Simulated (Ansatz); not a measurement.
```yaml
crystal:
  periodic: [false, false, false]
  atoms:
    - {symbol: Nb, position_ang: [-0.299416, 0.000242, -0.000660]}
    - {symbol: N, position_ang: [1.660457, -0.001341, 0.003663]}
    - {symbol: H, position_ang: [2.262797, 0.832432, 0.002448]}
    - {symbol: H, position_ang: [2.261439, -0.836086, 0.007532]}
basis:
  gaussian: {orbitals: def2-TZVP}
magnetization: {spin_polarized: true, initial_magnetization: 2}
hamiltonian: {xc: pbe0}
relax: {f_tol: 0.004, max_steps: 80}
```

```sh
$ ansatz run in.yaml --threads 1 --pin off --events-out ev --progress --plain --max-ram 2176MiB
```

Steps of the relaxation (energy above the last step; positions in Å, forces in eV/Å):

```
4
step 1, 25.0 meV
Nb   -0.299    0.000   -0.001    0.799   -0.001    0.002
N     1.660   -0.001    0.004    0.115    0.000    0.000
H     2.263    0.832    0.002   -0.457   -0.441    0.000
H     2.261   -0.836    0.008   -0.457    0.442   -0.002
```

```
4
step 2, 1.1 meV
Nb   -0.268    0.000   -0.001    0.019    0.000    0.000
N     1.658   -0.001    0.004    0.253    0.000    0.001
H     2.248    0.828    0.002   -0.136   -0.086    0.000
H     2.247   -0.831    0.007   -0.136    0.086   -0.001
```

```
4
step 3, 0.1 meV
Nb   -0.265    0.000   -0.001   -0.019    0.000    0.000
N     1.661   -0.001    0.004    0.077    0.000    0.000
H     2.245    0.827    0.002   -0.029    0.016    0.000
H     2.244   -0.831    0.007   -0.029   -0.016    0.000
```

```
4
step 4, 0.0 meV
Nb   -0.264    0.000   -0.001   -0.008    0.000    0.000
N     1.662   -0.001    0.004    0.013    0.000    0.000
H     2.244    0.829    0.002   -0.002    0.012    0.000
H     2.243   -0.832    0.007   -0.002   -0.012    0.000
```

```
4
step 5, 0.0 meV
Nb   -0.264    0.000   -0.001    0.000    0.000    0.000
N     1.663   -0.001    0.004    0.000    0.000    0.000
H     2.244    0.829    0.002    0.000   -0.001    0.000
H     2.242   -0.833    0.007    0.000    0.001    0.000
```

Close pairs at the end: N2–H3 1.014 Å, N2–H4 1.014 Å, Nb1–N2 1.926 Å, Nb1–H3 2.641 Å, Nb1–H4 2.641 Å.

A stationary point of unrestricted PBE0 after 5 steps, with ⟨S²⟩ = 2.751 against 2.00 for a pure state; no frequencies were run, so it isn't proven a minimum. 2 min on 1 thread of Arm Neoverse V1, shared host.
